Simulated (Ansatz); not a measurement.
A nudged elastic band was laid between two geometries of AlH5S (7 atoms, charge 0, multiplicity 1).

Method: RKS B3LYP/def2-SVP (Ansatz).

| Quantity | Value |
| --- | --- |
| movable images | 2 |
| climbing image | yes |
| spring | 5.0 eV/Å² |
| optimiser | quadratic models (default) |
| start path | through a guess of the saddle point |
| force threshold | 0.05 eV/Å |
| iteration limit | 60 |
| end points | relaxed |

First end point:

```xyz
7
Properties=species:S:1:pos:R:3
Al -0.020 0.093 -0.016
H -0.524 0.583 1.416
H 1.524 0.251 -0.374
H -1.088 -0.039 -1.193
S 0.087 -2.481 0.497
H -1.154 -2.628 1.022
H 0.674 -2.422 1.717
```

Last end point:

```xyz
7
Properties=species:S:1:pos:R:3
Al 0.104 -0.720 -0.320
H 0.069 0.387 2.055
H 1.501 -0.007 -0.496
H -1.293 -0.003 -0.502
S 0.168 -2.892 0.034
H -1.176 -3.058 0.053
H 0.126 -0.350 2.245
```

**Question.** Which bonds break or form, and what moves?

**Answer.** Bonds broken: Al1–H2, S5–H7. Bonds formed: H2–H7. AlH5S becomes AlH3S + H2.

**Question.** Give the energies along the band, and the barrier.

**Answer.** The forces met the threshold. The highest image is number 1 of 0 to 3, 53.7 kJ/mol above the first end and 95.9 kJ/mol above the last; the last end lies 42.2 kJ/mol below the first. Another band between the same ends (7 images) ends at a top of the same energy, where a vibrational analysis finds 1 clearly imaginary mode. So few images can step over the top or miss a turn of the path. The orbitals stay closed-shell, which can raise the energy where a bond breaks towards radicals; this wasn't checked here.

| image | path coordinate (Å) | energy (kJ/mol) | Al1–H2 (Å) | S5–H7 (Å) | H2–H7 (Å) |
| --- | --- | --- | --- | --- | --- |
| 0 | 0.00 | 0.0 | 1.60 | 1.36 | 3.25 |
| 1 | 1.75 | 53.7 | 1.71 | 1.61 | 1.17 |
| 2 | 2.67 | -32.3 | 2.23 | 2.57 | 0.77 |
| 3 | 3.59 | -42.2 | 2.62 | 3.37 | 0.76 |

**Question.** What is the geometry of the highest image?

**Answer.** 
```xyz
7
Properties=species:S:1:pos:R:3
Al 0.090 -0.236 -0.078
H -0.130 -0.053 1.606
H 1.532 0.253 -0.496
H -1.273 -0.034 -0.851
S 0.289 -2.555 0.704
H -1.040 -2.812 0.647
H 0.031 -1.206 1.537
```

The run took 49 s on 1 thread of Arm Neoverse V1 (shared host), peak memory 0.11 GiB.
